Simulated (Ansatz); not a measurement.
Geometry optimisation, RKS r2SCAN-D4/6-31G* in Ansatz 0.2.0.

Input file:

```yaml
crystal:
  periodic: [false, false, false]
  atoms:
    - { symbol: Al, position_ang: [0.0, 0.0, 0.0] }
    - { symbol: H, position_ang: [1.104, 0.0, 1.3707] }
    - { symbol: F, position_ang: [1.8591, 0.0, 0.3402] }
    - { symbol: F, position_ang: [-1.4635, 0.0, -0.845] }
basis:
  gaussian: { orbitals: "6-31G*" }
hamiltonian:
  xc: r2scan
  dispersion: d4
relax:
  f_tol: 0.15
  max_steps: 25
  restrain:
    - { distance: [1, 2], at: 2.12, k: 30.0 }
    - { distance: [0, 1], at: 1.56, k: 30.0 }
    - { distance: [0, 2], at: 1.69, k: 30.0 }
```

Launched with:

```bash
$ ansatz run input.yaml --threads 1 --pin off --max-ram 2048MiB --backend cpu --events-out ev --progress --plain --runs-dir out
```

**Question.** Where does it end, and by what steps?

**Answer.** It converged. The restraints hold the end off the free minimum; the threshold counts their pulls, which the force column leaves out. Restrained pairs: H2–F3 (1.28 → 2.19 Å), Al1–H2 (1.76 → 1.54 Å), Al1–F3 (1.89 → 1.65 Å). After 6 steps the energy has fallen by 3.077 eV (the restraints' own energy left out); F3 moved furthest, 0.55 Å.

```csv
step,energy less start (eV),largest force component (eV/Å),accepted
0,0.0000,1.231,yes
1,-0.8868,2.476,yes
2,-2.0579,2.228,yes
3,-2.7493,3.551,yes
4,-2.9782,1.754,yes
5,-3.0462,1.651,yes
6,-3.0771,1.497,yes
```

```xyz
4
Properties=species:S:1:pos:R:3
Al 0.195 0.000 0.182
H 0.651 0.000 1.654
F 1.801 0.000 -0.208
F -1.148 0.000 -0.761
```

The run took 13 s on 1 thread of Arm Neoverse V2, with other jobs on the host, peak memory 0.12 GiB.
